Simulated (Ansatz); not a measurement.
## doublet PO: levels of theory in one basis

```xyz
2

P     0.0000    0.0000    0.0000
O     0.0000    0.0000    1.4022
```

Basis set: def2-SVP (spherical functions). Frozen core: 6 orbitals. Correlation on ROHF uses semicanonical orbitals with singles. Charge 0, multiplicity 2.

Computed with Ansatz (development build ahead of 0.2.0); each method stands on the lowest determinant of its kind that the runs found.

```json
{"method": "ROHF", "E − E(ROHF) (eV)": "0.00", "<S²> of the determinant": "–"}
{"method": "UHF", "E − E(ROHF) (eV)": "-0.13", "<S²> of the determinant": "0.76"}
{"method": "ROHF-MP2", "E − E(ROHF) (eV)": "-7.60", "<S²> of the determinant": "–"}
{"method": "UHF-MP2", "E − E(ROHF) (eV)": "-7.56", "<S²> of the determinant": "0.76"}
{"method": "ROHF-CCSD(T)", "E − E(ROHF) (eV)": "-8.14", "<S²> of the determinant": "–"}
{"method": "UHF-CCSD(T)", "E − E(ROHF) (eV)": "-8.14", "<S²> of the determinant": "0.76"}
```

(1) Is a single determinant a sound starting point here?

Answers

(1) By this sign, yes. Unrestricted orbitals gain 0.13 eV and <S²> is 0.76 against 0.75 for a pure state.
